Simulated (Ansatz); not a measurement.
The input, for Ansatz 0.2.0:

```yaml
crystal:
  periodic: [false, false, false]
  atoms:
    - {symbol: Zr, position_ang: [0.000000, 0.000000, 0.000000]}
    - {symbol: C, position_ang: [0.000000, 0.000000, 3.407000]}
basis:
  gaussian: {orbitals: def2-SVP}
total_charge: 1
magnetization: {spin_polarized: false, initial_magnetization: 5}
correlation: {method: ccsdtq, electrons: outside_noble_gas}
```

```sh
$ ansatz run in.yaml --threads 2 --pin off --events-out ev --progress --plain --max-ram 24576MiB --backend cuda --devices 0, --max-vram 18GiB
```

Output:

```
786 factors; integrals over basis functions are off by at most 1.3e-7 eV
mean field evaluation 1: about -2274.1834 eV, gradient 2.2e1 eV
mean field evaluation 2: about -2274.2341 eV, gradient 2.2e1 eV
mean field evaluation 4: about -2251.5810 eV, gradient 3.9e1 eV
mean field evaluation 8: about -2280.2681 eV, gradient 5.3e0 eV
mean field evaluation 16: about -2282.3152 eV, gradient 7.8e-1 eV
mean field evaluation 32: about -2282.3911 eV, gradient 5.3e-1 eV
mean field evaluation 64: about -2282.5793 eV, gradient 1.1e0 eV
mean field evaluation 96: about -2282.4099 eV, gradient 4.6e-4 eV
mean field evaluation 128: about -2279.7714 eV, gradient 6.1e0 eV
mean field evaluation 160: about -2282.4007 eV, gradient 2.3e-4 eV
...
mean field -2282.59578876 eV, -83.8838480378 hartree, gradient 2.4e-10 eV, S^2 8.750000; 60 other end points of the search recorded, 0 dependent functions left out
...
determinant -2282.59578876 eV, -83.8838480378 hartree, with singles and doubles -2284.95621786 eV, -83.9705922075 hartree
determinant -2282.59559602 eV, -83.8838409549 hartree, with singles and doubles -2284.95591868 eV, -83.9705812126 hartree
determinant -2282.57726751 eV, -83.8831673946 hartree, with singles and doubles -2284.94000239 eV, -83.9699962999 hartree
determinant -2282.54349857 eV, -83.8819264089 hartree, with singles and doubles -2284.89692327 eV, -83.9684131713 hartree
determinant -2282.43781980 eV, -83.8780427858 hartree, with singles and doubles -2284.86908958 eV, -83.9673903020 hartree
determinant -2282.42458190 eV, -83.8775563018 hartree, with singles and doubles -2284.76479538 eV, -83.9635575611 hartree
determinant -2282.42447566 eV, -83.8775523976 hartree, with singles and doubles -2284.76469532 eV, -83.9635538838 hartree
determinant -2282.40988805 eV, -83.8770163128 hartree, with singles and doubles -2284.88964525 eV, -83.9681457091 hartree
determinant -2282.40072955 eV, -83.8766797440 hartree, with singles and doubles -2284.81983915 eV, -83.9655803824 hartree
determinant -2282.38865908 eV, -83.8762361626 hartree, with singles and doubles -2284.80477709 eV, -83.9650268618 hartree
determinant -2282.37869752 eV, -83.8758700820 hartree, with singles and doubles -2284.84564233 eV, -83.9665286317 hartree
determinant -2282.32990366 eV, -83.8740769407 hartree, with singles and doubles -2284.82221174 eV, -83.9656675733 hartree
determinant -2282.20530903 eV, -83.8694981724 hartree, with singles and doubles -2284.63600018 eV, -83.9588244249 hartree
determinant -2282.20516232 eV, -83.8694927812 hartree, with singles and doubles -2284.64486967 eV, -83.9591503725 hartree
determinant -2282.20347754 eV, -83.8694308667 hartree, with singles and doubles -2284.62805963 eV, -83.9585326149 hartree
determinant -2282.19034231 eV, -83.8689481558 hartree, with singles and doubles -2284.64422982 eV, -83.9591268585 hartree
determinant -2282.16022943 eV, -83.8678415280 hartree, with singles and doubles -2284.71749319 eV, -83.9618192375 hartree
determinant -2282.14812541 eV, -83.8673967131 hartree, with singles and doubles -2284.68393433 eV, -83.9605859724 hartree
determinant -2282.00410195 eV, -83.8621039486 hartree, with singles and doubles -2284.45680063 eV, -83.9522389628 hartree
determinant -2281.96854327 eV, -83.8607971914 hartree, with singles and doubles -2284.51761554 eV, -83.9544738695 hartree
determinant -2281.95230985 eV, -83.8602006243 hartree, with singles and doubles -2284.38815775 eV, -83.9497163834 hartree
determinant -2281.93128321 eV, -83.8594279093 hartree, with singles and doubles -2284.36317750 eV, -83.9487983760 hartree
determinant -2281.85243706 eV, -83.8565303667 hartree, with singles and doubles -2284.28712619 eV, -83.9460035419 hartree
determinant -2281.81884533 eV, -83.8552958936 hartree, with singles and doubles -2284.22518992 eV, -83.9437274262 hartree
determinant -2281.81625691 eV, -83.8552007710 hartree, with singles and doubles -2284.35722351 eV, -83.9485795710 hartree
determinant -2281.77070575 eV, -83.8535267966 hartree, with singles and doubles -2284.29363254 eV, -83.9462426458 hartree
determinant -2281.68961518 eV, -83.8505467731 hartree, with singles and doubles -2284.23845367 eV, -83.9442148600 hartree
determinant -2281.68135118 eV, -83.8502430767 hartree, with singles and doubles -2284.25672300 eV, -83.9448862456 hartree
determinant -2281.51661209 eV, -83.8441890269 hartree, with singles and doubles -2284.07480438 eV, -83.9382008595 hartree
determinant -2281.47721331 eV, -83.8427411483 hartree, with singles and doubles -2284.05924471 eV, -83.9376290520 hartree
determinant -2281.46158738 eV, -83.8421669058 hartree, with singles and doubles -2283.99929619 eV, -83.9354259845 hartree
determinant -2280.83277968 eV, -83.8190586493 hartree, with singles and doubles -2284.42704103 eV, -83.9511453174 hartree
determinant -2282.59578876 eV, -83.8838480378 hartree, with singles and doubles -2284.96162740 eV, -83.9707910043 hartree
determinant -2282.59559602 eV, -83.8838409549 hartree, with singles and doubles -2284.96125217 eV, -83.9707772150 hartree
determinant -2282.57726751 eV, -83.8831673946 hartree, with singles and doubles -2284.95126628 eV, -83.9704102403 hartree
determinant -2282.54349857 eV, -83.8819264089 hartree, with singles and doubles -2284.90560038 eV, -83.9687320495 hartree
determinant -2282.43781980 eV, -83.8780427858 hartree, with singles and doubles -2284.87790030 eV, -83.9677140901 hartree
determinant -2282.42458190 eV, -83.8775563018 hartree, with singles and doubles -2284.76473936 eV, -83.9635555022 hartree
determinant -2282.42447566 eV, -83.8775523976 hartree, with singles and doubles -2284.76463302 eV, -83.9635515942 hartree
determinant -2282.40988805 eV, -83.8770163128 hartree, with singles and doubles -2284.92217579 eV, -83.9693411844 hartree
determinant -2282.40072955 eV, -83.8766797440 hartree, with singles and doubles -2284.82446955 eV, -83.9657505464 hartree
determinant -2282.38865908 eV, -83.8762361626 hartree, with singles and doubles -2284.80932578 eV, -83.9651940229 hartree
determinant -2282.37869752 eV, -83.8758700820 hartree, with singles and doubles -2284.88132205 eV, -83.9678398370 hartree
determinant -2282.32990366 eV, -83.8740769407 hartree, with singles and doubles -2284.87047315 eV, -83.9674411476 hartree
determinant -2282.20530903 eV, -83.8694981724 hartree, with singles and doubles -2284.63386190 eV, -83.9587458443 hartree
determinant -2282.20516232 eV, -83.8694927812 hartree, with singles and doubles -2284.63262382 eV, -83.9587003460 hartree
determinant -2282.20347754 eV, -83.8694308667 hartree, with singles and doubles -2284.63528305 eV, -83.9587980707 hartree
determinant -2282.19034231 eV, -83.8689481558 hartree, with singles and doubles -2284.62748627 eV, -83.9585115444 hartree
determinant -2282.16022943 eV, -83.8678415280 hartree, with singles and doubles -2284.76454301 eV, -83.9635482866 hartree
determinant -2282.14812541 eV, -83.8673967131 hartree, with singles and doubles -2284.73184870 eV, -83.9623467928 hartree
determinant -2282.00410195 eV, -83.8621039486 hartree, with singles and doubles -2284.48026177 eV, -83.9531011438 hartree
determinant -2281.96854327 eV, -83.8607971914 hartree, with singles and doubles -2284.56588854 eV, -83.9562478694 hartree
determinant -2280.83277968 eV, -83.8190586493 hartree, with singles and doubles -2284.66866583 eV, -83.9600248654 hartree
5 core orbitals not correlated: weight in the atoms' cores, before any rotation towards them, 1.000 or more for the frozen orbitals, at most 0.000 for the correlated occupied ones
reference -2282.59578876 eV, -83.8838480378 hartree; 6, 1 occupied and 34, 39 virtual orbitals, 786 factors
second order -1.66397210 eV of doubles, -0.07127980 eV of singles
...
cycle 267  -2.47643498 eV  change   -5.3e-8 eV  update   1.2e-6
cycle 268  -2.47643502 eV  change   -4.1e-8 eV  update   1.2e-6
cycle 269  -2.47643506 eV  change   -3.9e-8 eV  update   2.0e-6
cycle 270  -2.47643512 eV  change   -6.3e-8 eV  update   2.6e-6
cycle 271  -2.47643520 eV  change   -8.0e-8 eV  update   2.8e-6
cycle 272  -2.47643528 eV  change   -8.0e-8 eV  update   3.8e-6
cycle 273  -2.47643535 eV  change   -6.4e-8 eV  update   1.8e-6
cycle 274  -2.47643540 eV  change   -4.8e-8 eV  update   6.5e-7
cycle 275  -2.47643544 eV  change   -4.3e-8 eV  update   1.2e-6
cycle 276  -2.47643547 eV  change   -3.2e-8 eV  update   6.6e-7
Total energy: -2285.07222423 eV, -83.9748553627 hartree
```

The T1 diagnostic is 0.114.

Ran on 2 threads of AMD EPYC 7R13 with a shared H100 80 GB, shared host: 4 min wall, 0.92 GiB peak host memory.
